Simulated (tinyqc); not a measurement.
Inside a calculation (part 1 of 3). Method: UHF in the sto-3g basis, for NH3+, spin multiplicity 2. Computed by tinyqc, a small Python program that keeps every step (integrals from PySCF). Settings: charge = 1, multiplicity = 2, basis = sto-3g, energy threshold = 1e-09, iteration cap = 56, orthogonalisation = symmetric, start = Wolfsberg-Helmholz matrix, DIIS depth = 0, method = UHF. Command: `OMP_NUM_THREADS=1 python tinyqc.py 25875 25876 out.jsonl` (the two numbers bound the seeds that draw the settings). One thread of a shared host (Intel(R) Xeon(R) Processor @ 2.60GHz), about 0.1 s of CPU time with the checks. Later iterations appear only in the table of the cycle.

## One-electron integrals

Geometry (angstrom):
```
atom          x          y         z
N      0.000000   0.000000  0.247000
H      1.276000   0.000000  0.000000
H     -0.638000   1.105000  0.000000
H     -0.638000  -1.105000  0.000000
```

Basis sto-3g: exponents (1/bohr^2) and contraction coefficients of normalised primitives:
```
element  l (shell)   exponent  coefficient
N            s (1)  99.106169     0.154329
N            s (1)  18.052312     0.535328
N            s (1)   4.885660     0.444635
N            s (2)   3.780456    -0.099967
N            s (2)   0.878497     0.399513
N            s (2)   0.285714     0.700115
N            p (3)   3.780456     0.155916
N            p (3)   0.878497     0.607684
N            p (3)   0.285714     0.391957
H            s (1)   3.425251     0.154329
H            s (1)   0.623914     0.535328
H            s (1)   0.168855     0.444635
```

Overlap, kinetic and nuclear-attraction integrals over the contracted functions; the nuclear repulsion is the sum of Za Zb / Rab.

nuclear repulsion = 9.26881410 hartree

overlap S:
```
           1N 1s     1N 2s     1N 2px     1N 2py     1N 2pz      2H 1s      3H 1s      4H 1s
1N 1s   1.000000  0.235038   0.000000   0.000000   0.000000   0.029795   0.029798   0.029798
1N 2s   0.235038  1.000000   0.000000   0.000000   0.000000   0.333224   0.333245   0.333245
1N 2px  0.000000  0.000000   1.000000   0.000000   0.000000   0.324598  -0.162312  -0.162312
1N 2py  0.000000  0.000000   0.000000   1.000000   0.000000   0.000000   0.281120  -0.281120
1N 2pz  0.000000  0.000000   0.000000   0.000000   1.000000  -0.062834  -0.062839  -0.062839
2H 1s   0.029795  0.333224   0.324598   0.000000  -0.062834   1.000000   0.083607   0.083607
3H 1s   0.029798  0.333245  -0.162312   0.281120  -0.062839   0.083607   1.000000   0.083617
4H 1s   0.029798  0.333245  -0.162312  -0.281120  -0.062839   0.083607   0.083617   1.000000
```

kinetic energy T (hartree):
```
            1N 1s      1N 2s     1N 2px     1N 2py     1N 2pz      2H 1s      3H 1s      4H 1s
1N 1s   21.990753  -0.128416   0.000000   0.000000   0.000000  -0.009252  -0.009252  -0.009252
1N 2s   -0.128416   0.606994   0.000000   0.000000   0.000000   0.036787   0.036795   0.036795
1N 2px   0.000000   0.000000   1.899358   0.000000   0.000000   0.120737  -0.060379  -0.060379
1N 2py   0.000000   0.000000   0.000000   1.899358   0.000000   0.000000   0.104575  -0.104575
1N 2pz   0.000000   0.000000   0.000000   0.000000   1.899358  -0.023372  -0.023376  -0.023376
2H 1s   -0.009252   0.036787   0.120737   0.000000  -0.023372   0.760032  -0.011439  -0.011439
3H 1s   -0.009252   0.036795  -0.060379   0.104575  -0.023376  -0.011439   0.760032  -0.011439
4H 1s   -0.009252   0.036795  -0.060379  -0.104575  -0.023376  -0.011439  -0.011439   0.760032
```

nuclear attraction V (hartree):
```
             1N 1s      1N 2s     1N 2px     1N 2py     1N 2pz      2H 1s      3H 1s      4H 1s
1N 1s   -47.407462  -5.720045   0.000001   0.000000   0.005476  -0.738751  -0.738821  -0.738821
1N 2s    -5.720045  -8.080593   0.000010   0.000000   0.068010  -2.059951  -2.060102  -2.060102
1N 2px    0.000001   0.000010  -8.057411   0.000000  -0.000002  -1.797136   0.898656   0.898656
1N 2py    0.000000   0.000000   0.000000  -8.057412   0.000000   0.000000  -1.556446   1.556446
1N 2pz    0.005476   0.068010  -0.000002   0.000000  -7.959214   0.360451   0.360485   0.360485
2H 1s    -0.738751  -2.059951  -1.797136   0.000000   0.360451  -4.528924  -0.430514  -0.430514
3H 1s    -0.738821  -2.060102   0.898656  -1.556446   0.360485  -0.430514  -4.529017  -0.430569
4H 1s    -0.738821  -2.060102   0.898656   1.556446   0.360485  -0.430514  -0.430569  -4.529017
```

core Hamiltonian H = T + V (hartree):
```
             1N 1s      1N 2s     1N 2px     1N 2py     1N 2pz      2H 1s      3H 1s      4H 1s
1N 1s   -25.416709  -5.848461   0.000001   0.000000   0.005476  -0.748003  -0.748073  -0.748073
1N 2s    -5.848461  -7.473599   0.000010   0.000000   0.068010  -2.023164  -2.023307  -2.023307
1N 2px    0.000001   0.000010  -6.158053   0.000000  -0.000002  -1.676399   0.838277   0.838277
1N 2py    0.000000   0.000000   0.000000  -6.158054   0.000000   0.000000  -1.451871   1.451871
1N 2pz    0.005476   0.068010  -0.000002   0.000000  -6.059856   0.337079   0.337109   0.337109
2H 1s    -0.748003  -2.023164  -1.676399   0.000000   0.337079  -3.768892  -0.441953  -0.441953
3H 1s    -0.748073  -2.023307   0.838277  -1.451871   0.337109  -0.441953  -3.768985  -0.442007
4H 1s    -0.748073  -2.023307   0.838277   1.451871   0.337109  -0.441953  -0.442007  -3.768985
```

## Two-electron integrals

Functions are numbered as in S; the eight-fold symmetry (ij|kl) = (ji|kl) = (kl|ij) leaves the list below.

Two-electron integrals (ij|kl) in chemists' order, unique and non-zero (hartree):
```
(11|11) 4.166630    (21|11) 0.640849    (21|21) 0.117461    (22|11) 0.969864
(22|21) 0.220936    (22|22) 0.708245    (31|31) 0.020960    (32|31) 0.032452
(32|32) 0.156449    (33|11) 0.967124    (33|21) 0.220977    (33|22) 0.708086
(33|33) 0.762805    (41|41) 0.020960    (42|41) 0.032452    (42|42) 0.156449
(43|43) 0.041119    (44|11) 0.967124    (44|21) 0.220977    (44|22) 0.708086
(44|33) 0.680568    (44|44) 0.762805    (51|51) 0.020960    (52|51) 0.032452
(52|52) 0.156449    (53|53) 0.041119    (54|54) 0.041119    (55|11) 0.967124
(55|21) 0.220977    (55|22) 0.708086    (55|33) 0.680568    (55|44) 0.680568
(55|55) 0.762805    (61|11) 0.081941    (61|21) 0.014920    (61|22) 0.027975
(61|31) 0.000736    (61|32) 0.001402    (61|33) 0.028107    (61|44) 0.027908
(61|51) -0.000142   (61|52) -0.000271   (61|53) -0.000039   (61|55) 0.027915
(61|61) 0.001924    (62|11) 0.228653    (62|21) 0.052860    (62|22) 0.190913
(62|31) 0.004312    (62|32) 0.034882    (62|33) 0.198522    (62|44) 0.186792
(62|51) -0.000835   (62|52) -0.006752   (62|53) -0.002271   (62|55) 0.187231
(62|61) 0.006913    (62|62) 0.069520    (63|11) 0.189027    (63|21) 0.044205
(63|22) 0.169980    (63|31) 0.008116    (63|32) 0.058854    (63|33) 0.185249
(63|44) 0.162065    (63|51) -0.000599   (63|52) -0.005530   (63|53) -0.003181
(63|55) 0.162428    (63|61) 0.005995    (63|62) 0.074315    (63|63) 0.086713
(64|41) 0.005021    (64|42) 0.030286    (64|43) 0.006751    (64|54) -0.001307
(64|64) 0.008481    (65|11) -0.036591   (65|21) -0.008557   (65|22) -0.032904
(65|31) -0.000599   (65|32) -0.005530   (65|33) -0.033246   (65|44) -0.031372
(65|51) 0.005137    (65|52) 0.031356    (65|53) 0.007114    (65|55) -0.034056
(65|61) -0.001160   (65|62) -0.014385   (65|63) -0.015144   (65|65) 0.011413
(66|11) 0.403162    (66|21) 0.094637    (66|22) 0.392648    (66|31) 0.008790
(66|32) 0.099744    (66|33) 0.424569    (66|44) 0.375507    (66|51) -0.001701
(66|52) -0.019308   (66|53) -0.009497   (66|55) 0.377346    (66|61) 0.012454
(66|62) 0.191060    (66|63) 0.228304    (66|65) -0.044194   (66|66) 0.774606
(71|11) 0.081949    (71|21) 0.014921    (71|22) 0.027978    (71|31) -0.000368
(71|32) -0.000701   (71|33) 0.027960    (71|41) 0.000637    (71|42) 0.001214
(71|43) -0.000086   (71|44) 0.028060    (71|51) -0.000142   (71|52) -0.000271
(71|53) 0.000019    (71|54) -0.000033   (71|55) 0.027918    (71|61) 0.001883
(71|62) 0.006604    (71|63) 0.005421    (71|64) 0.000184    (71|65) -0.001111
(71|66) 0.011801    (71|71) 0.001925    (72|11) 0.228670    (72|21) 0.052863
(72|22) 0.190926    (72|31) -0.002156   (72|32) -0.017442   (72|33) 0.189738
(72|41) 0.003735    (72|42) 0.030210    (72|43) -0.005080   (72|44) 0.195603
(72|51) -0.000835   (72|52) -0.006753   (72|53) 0.001135    (72|54) -0.001967
(72|55) 0.187244    (72|61) 0.006604    (72|62) 0.049820    (72|63) 0.041702
(72|64) 0.005759    (72|65) -0.010003   (72|66) 0.105249    (72|71) 0.006914
(72|72) 0.069529    (73|11) -0.094522   (73|21) -0.022105   (73|22) -0.084998
(73|31) 0.005795    (73|32) 0.037431    (73|33) -0.089002   (73|41) -0.001340
(73|42) -0.012371   (73|43) 0.007944    (73|44) -0.084671   (73|51) 0.000300
(73|52) 0.002765    (73|53) -0.001776   (73|54) 0.000812    (73|55) -0.081221
(73|61) -0.002551   (73|62) -0.015864   (73|63) -0.008197   (73|64) -0.001341
(73|65) 0.003140    (73|66) -0.028939   (73|71) -0.002998   (73|72) -0.037163
(73|73) 0.028044    (74|11) 0.163710    (74|21) 0.038284    (74|22) 0.147214
(74|31) -0.001340   (74|32) -0.012371   (74|33) 0.142455    (74|41) 0.007343
(74|42) 0.051715    (74|43) -0.007007   (74|44) 0.158342    (74|51) -0.000519
(74|52) -0.004790   (74|53) 0.000812    (74|54) -0.002713   (74|55) 0.140673
(74|61) 0.004787    (74|62) 0.038993    (74|63) 0.032580    (74|64) 0.009840
(74|65) -0.007694   (74|66) 0.083811    (74|71) 0.005193    (74|72) 0.064365
(74|73) -0.033880   (74|74) 0.067161    (75|11) -0.036594   (75|21) -0.008558
(75|22) -0.032907   (75|31) 0.000300    (75|32) 0.002765    (75|33) -0.031843
(75|41) -0.000519   (75|42) -0.004790   (75|43) 0.000812    (75|44) -0.032780
(75|51) 0.005137    (75|52) 0.031359    (75|53) -0.003557   (75|54) 0.006161
(75|55) -0.034059   (75|61) -0.001111   (75|62) -0.010003   (75|63) -0.008233
(75|64) -0.001128   (75|65) 0.007675    (75|66) -0.022500   (75|71) -0.001161
(75|72) -0.014388   (75|73) 0.007573    (75|74) -0.013116   (75|75) 0.011414
(76|11) 0.045886    (76|21) 0.010678    (76|22) 0.041020    (76|31) 0.000353
(76|32) 0.003252    (76|33) 0.041230    (76|41) 0.000612    (76|42) 0.005633
(76|43) 0.000257    (76|44) 0.041527    (76|51) -0.000274   (76|52) -0.002518
(76|53) -0.000323   (76|54) -0.000559   (76|55) 0.040259    (76|61) 0.001372
(76|62) 0.013834    (76|63) 0.013834    (76|64) 0.001516    (76|65) -0.003186
(76|66) 0.037085    (76|71) 0.001373    (76|72) 0.013835    (76|73) -0.005605
(76|74) 0.012739    (76|75) -0.003186   (76|76) 0.003492    (77|11) 0.403174
(77|21) 0.094640    (77|22) 0.392659    (77|31) -0.004395   (77|32) -0.049876
(77|33) 0.387784    (77|41) 0.007612    (77|42) 0.086383    (77|43) -0.021246
(77|44) 0.412314    (77|51) -0.001702   (77|52) -0.019309   (77|53) 0.004749
(77|54) -0.008225   (77|55) 0.377356    (77|61) 0.011800    (77|62) 0.105244
(77|63) 0.087049    (77|64) 0.016845    (77|65) -0.022498   (77|66) 0.239075
(77|71) 0.012456    (77|72) 0.191074    (77|73) -0.114163   (77|74) 0.197727
(77|75) -0.044198   (77|76) 0.037085    (77|77) 0.774606    (81|11) 0.081949
(81|21) 0.014921    (81|22) 0.027978    (81|31) -0.000368   (81|32) -0.000701
(81|33) 0.027960    (81|41) -0.000637   (81|42) -0.001214   (81|43) 0.000086
(81|44) 0.028060    (81|51) -0.000142   (81|52) -0.000271   (81|53) 0.000019
(81|54) 0.000033    (81|55) 0.027918    (81|61) 0.001883    (81|62) 0.006604
(81|63) 0.005421    (81|64) -0.000184   (81|65) -0.001111   (81|66) 0.011801
(81|71) 0.001883    (81|72) 0.006605    (81|73) -0.002871   (81|74) 0.004603
(81|75) -0.001111   (81|76) 0.001323    (81|77) 0.011802    (81|81) 0.001925
(82|11) 0.228670    (82|21) 0.052863    (82|22) 0.190926    (82|31) -0.002156
(82|32) -0.017442   (82|33) 0.189738    (82|41) -0.003735   (82|42) -0.030210
(82|43) 0.005080    (82|44) 0.195603    (82|51) -0.000835   (82|52) -0.006753
(82|53) 0.001135    (82|54) 0.001967    (82|55) 0.187244    (82|61) 0.006604
(82|62) 0.049820    (82|63) 0.041702    (82|64) -0.005759   (82|65) -0.010003
(82|66) 0.105249    (82|71) 0.006605    (82|72) 0.049824    (82|73) -0.025841
(82|74) 0.033237    (82|75) -0.010004   (82|76) 0.010412    (82|77) 0.105252
(82|81) 0.006914    (82|82) 0.069529    (83|11) -0.094522   (83|21) -0.022105
(83|22) -0.084998   (83|31) 0.005795    (83|32) 0.037431    (83|33) -0.089002
(83|41) 0.001340    (83|42) 0.012371    (83|43) -0.007944   (83|44) -0.084671
(83|51) 0.000300    (83|52) 0.002765    (83|53) -0.001776   (83|54) -0.000812
(83|55) -0.081221   (83|61) -0.002551   (83|62) -0.015864   (83|63) -0.008197
(83|64) 0.001341    (83|65) 0.003140    (83|66) -0.028939   (83|71) -0.002871
(83|72) -0.025841   (83|73) 0.018861    (83|74) -0.016962   (83|75) 0.005094
(83|76) -0.004183   (83|77) -0.058119   (83|81) -0.002998   (83|82) -0.037163
(83|83) 0.028044    (84|11) -0.163710   (84|21) -0.038284   (84|22) -0.147214
(84|31) 0.001340    (84|32) 0.012371    (84|33) -0.142455   (84|41) 0.007343
(84|42) 0.051715    (84|43) -0.007007   (84|44) -0.158342   (84|51) 0.000519
(84|52) 0.004790    (84|53) -0.000812   (84|54) -0.002713   (84|55) -0.140673
(84|61) -0.004787   (84|62) -0.038993   (84|63) -0.032580   (84|64) 0.009840
(84|65) 0.007694    (84|66) -0.083811   (84|71) -0.004603   (84|72) -0.033237
(84|73) 0.016962    (84|74) -0.017215   (84|75) 0.006567    (84|76) -0.007245
(84|77) -0.066968   (84|81) -0.005193   (84|82) -0.064365   (84|83) 0.033880
(84|84) 0.067161    (85|11) -0.036594   (85|21) -0.008558   (85|22) -0.032907
(85|31) 0.000300    (85|32) 0.002765    (85|33) -0.031843   (85|41) 0.000519
(85|42) 0.004790    (85|43) -0.000812   (85|44) -0.032780   (85|51) 0.005137
(85|52) 0.031359    (85|53) -0.003557   (85|54) -0.006161   (85|55) -0.034059
(85|61) -0.001111   (85|62) -0.010003   (85|63) -0.008233   (85|64) 0.001128
(85|65) 0.007675    (85|66) -0.022500   (85|71) -0.001111   (85|72) -0.010004
(85|73) 0.005094    (85|74) -0.006567   (85|75) 0.007676    (85|76) -0.002316
(85|77) -0.022500   (85|81) -0.001161   (85|82) -0.014388   (85|83) 0.007573
(85|84) 0.013116    (85|85) 0.011414    (86|11) 0.045886    (86|21) 0.010678
(86|22) 0.041020    (86|31) 0.000353    (86|32) 0.003252    (86|33) 0.041230
(86|41) -0.000612   (86|42) -0.005633   (86|43) -0.000257   (86|44) 0.041527
(86|51) -0.000274   (86|52) -0.002518   (86|53) -0.000323   (86|54) 0.000559
(86|55) 0.040259    (86|61) 0.001372    (86|62) 0.013834    (86|63) 0.013834
(86|64) -0.001516   (86|65) -0.003186   (86|66) 0.037085    (86|71) 0.001323
(86|72) 0.010412    (86|73) -0.004183   (86|74) 0.007245    (86|75) -0.002316
(86|76) 0.002688    (86|77) 0.022354    (86|81) 0.001373    (86|82) 0.013835
(86|83) -0.005605   (86|84) -0.012739   (86|85) -0.003186   (86|86) 0.003492
(87|11) 0.045892    (87|21) 0.010679    (87|22) 0.041025    (87|31) -0.000707
(87|32) -0.006506   (87|33) 0.041681    (87|44) 0.041086    (87|51) -0.000274
(87|52) -0.002519   (87|53) 0.000645    (87|55) 0.040264    (87|61) 0.001323
(87|62) 0.010412    (87|63) 0.008366    (87|65) -0.002316   (87|66) 0.022356
(87|71) 0.001373    (87|72) 0.013837    (87|73) -0.008231   (87|74) 0.011224
(87|75) -0.003187   (87|76) 0.002688    (87|77) 0.037090    (87|81) 0.001373
(87|82) 0.013837    (87|83) -0.008231   (87|84) -0.011224   (87|85) -0.003187
(87|86) 0.002688    (87|87) 0.003493    (88|11) 0.403174    (88|21) 0.094640
(88|22) 0.392659    (88|31) -0.004395   (88|32) -0.049876   (88|33) 0.387784
(88|41) -0.007612   (88|42) -0.086383   (88|43) 0.021246    (88|44) 0.412314
(88|51) -0.001702   (88|52) -0.019309   (88|53) 0.004749    (88|54) 0.008225
(88|55) 0.377356    (88|61) 0.011800    (88|62) 0.105244    (88|63) 0.087049
(88|64) -0.016845   (88|65) -0.022498   (88|66) 0.239075    (88|71) 0.011802
(88|72) 0.105252    (88|73) -0.058119   (88|74) 0.066968    (88|75) -0.022500
(88|76) 0.022354    (88|77) 0.239083    (88|81) 0.012456    (88|82) 0.191074
(88|83) -0.114163   (88|84) -0.197727   (88|85) -0.044198   (88|86) 0.037085
(88|87) 0.037090    (88|88) 0.774606
```

## Orthogonalisation

S = U s U^T; symmetric (Loewdin) form X = U s^(-1/2) U^T, so that X^T S X = 1.

eigenvalues of S: 0.451937  0.558435  0.558447  0.952666  1.034651  1.357947  1.357950  1.727967

X:
```
            1N 1s      1N 2s     1N 2px     1N 2py     1N 2pz      2H 1s      3H 1s      4H 1s
1N 1s    1.023744  -0.138523   0.000001   0.000000   0.003072   0.017684   0.017685   0.017685
1N 2s   -0.138523   1.170759  -0.000008   0.000000  -0.027447  -0.188761  -0.188777  -0.188777
1N 2px   0.000001  -0.000008   1.073054   0.000000   0.000002  -0.194888   0.097453   0.097453
1N 2py   0.000000   0.000000   0.000000   1.073056   0.000000   0.000000  -0.168788   0.168788
1N 2pz   0.003072  -0.027447   0.000002   0.000000   1.005051   0.034871   0.034875   0.034875
2H 1s    0.017684  -0.188761  -0.194888   0.000000   0.034871   1.100944  -0.022302  -0.022302
3H 1s    0.017685  -0.188777   0.097453  -0.168788   0.034875  -0.022302   1.100957  -0.022304
4H 1s    0.017685  -0.188777   0.097453   0.168788   0.034875  -0.022302  -0.022304   1.100957
```

## Starting guess

The start is the generalised Wolfsberg-Helmholz matrix (K = 1.75) built on H; D(s) = C_occ C_occ^T for each spin.

D(alpha) at the start:
```
            1N 1s      1N 2s     1N 2px     1N 2py     1N 2pz      2H 1s      3H 1s      4H 1s
1N 1s    1.027754  -0.120870  -0.000004   0.000000  -0.020036  -0.058343  -0.058346  -0.058346
1N 2s   -0.120870   0.574178   0.000016   0.000000   0.072643   0.156255   0.156262   0.156262
1N 2px  -0.000004   0.000016   0.734269   0.000000  -0.000003   0.197722  -0.098860  -0.098860
1N 2py   0.000000   0.000000   0.000000   0.734259   0.000000   0.000000   0.171236  -0.171236
1N 2pz  -0.020036   0.072643  -0.000003   0.000000   0.989339  -0.018705  -0.018707  -0.018707
2H 1s   -0.058343   0.156255   0.197722   0.000000  -0.018705   0.097928   0.018069   0.018069
3H 1s   -0.058346   0.156262  -0.098860   0.171236  -0.018707   0.018069   0.097938   0.018071
4H 1s   -0.058346   0.156262  -0.098860  -0.171236  -0.018707   0.018069   0.018071   0.097938
```

D(beta) at the start:
```
            1N 1s      1N 2s     1N 2px     1N 2py     1N 2pz      2H 1s      3H 1s      4H 1s
1N 1s    1.026041  -0.114696  -0.000004   0.000000   0.020918  -0.058234  -0.058237  -0.058237
1N 2s   -0.114696   0.551924   0.000016   0.000000  -0.074967   0.155863   0.155870   0.155870
1N 2px  -0.000004   0.000016   0.734269   0.000000  -0.000001   0.197722  -0.098860  -0.098860
1N 2py   0.000000   0.000000   0.000000   0.734259   0.000000   0.000000   0.171236  -0.171236
1N 2pz   0.020918  -0.074967  -0.000001   0.000000   0.010211  -0.021308  -0.021309  -0.021309
2H 1s   -0.058234   0.155863   0.197722   0.000000  -0.021308   0.097921   0.018063   0.018063
3H 1s   -0.058237   0.155870  -0.098860   0.171236  -0.021309   0.018063   0.097931   0.018064
4H 1s   -0.058237   0.155870  -0.098860  -0.171236  -0.021309   0.018063   0.018064   0.097931
```
